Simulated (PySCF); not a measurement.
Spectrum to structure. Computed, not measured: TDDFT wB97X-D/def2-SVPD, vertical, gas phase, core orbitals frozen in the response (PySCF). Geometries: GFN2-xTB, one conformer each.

```tsv
state	λ (nm)	f
S1	186.8	0.0054
S2	177.3	0.0008
S3	174.5	0.153
S4	158.4	0.037
S5	156.4	0.0001
S6	147.5	0.0088
S7	145.0	0.0043
S8	142.2	0.0023
```

Question: Which structure fits?
A. `[H]/N=C(\C=C)OC`
B. `C1=CC2C=CC12`
C. `CC1=NCCO1`

Answer: C. Its S1, at 6.64 eV, is the highest among the candidates; the nearest of the others has S1 at 5.62 eV. S1 is HOMO-1→LUMO+1 (96%). Löwdin shares by element: HOMO nitrogen 33%, oxygen 26%, carbon 22% or more (atoms not listed hold the other 19%); LUMO carbon 57% (atoms not listed hold the other 43%). At the same level the other candidates give, for their lowest levels:
- `C1=CC2C=CC12`: 220 nm (f 0.000); 204 nm (f 0.024); 175 nm (f 0.000); 174 nm (f 0.014); 169 nm (f 0.000); T1 4.04 eV; HOMO -8.79, LUMO 1.46 eV
- `[H]/N=C(\C=C)OC`: 225 nm (f 0.002); 196 nm (f 0.227); 184 nm (f 0.337); 162 nm (f 0.001); 159 nm (f 0.000); T1 3.92 eV; HOMO -9.48, LUMO 0.71 eV
Triplets come from the Tamm–Dancoff approximation.
